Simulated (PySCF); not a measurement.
# Molecular orbitals of Na₂

CAM-B3LYP at R = 3.121 Å; PySCF, spin-free X2C with a Gaussian nucleus, basis sets Na x2c-SVPall. State: ¹Σg⁺ (singlet), closed shell. Only the outer orbitals are listed.

```csv
orbital,occ.,ε (eV),main shells (%)
σg,2,-32.83,100 p
πu,2,-32.81,100 p
πu,2,-32.81,100 p
πg,2,-32.80,100 p
πg,2,-32.80,100 p
σu,2,-32.78,100 p
σg,2,-4.34,95 s
σu,0,-0.69,"82 s, 18 p"
πu,0,0.65,100 p
πu,0,0.65,100 p
```

Problem. Which are the highest filled and the lowest empty level, where do they sit, and how wide is the gap?

Solution. Highest filled σg at -4.34 eV (in %: 95 s); lowest empty σu at -0.69 eV (in %: 82 s, 18 p); the gap at CAM-B3LYP is 3.65 eV.

| Property | Result |
| --- | --- |
| bond order (Mayer) | 1.00 |
| ⟨S²⟩ | 0.000 |
| polarisability along the bond | 319.1 bohr³ |
| polarisability across the bond | 152.8 bohr³ |

Closed-shell solutions of metal pairs were not tested for spin polarisation, which can lower them a little.
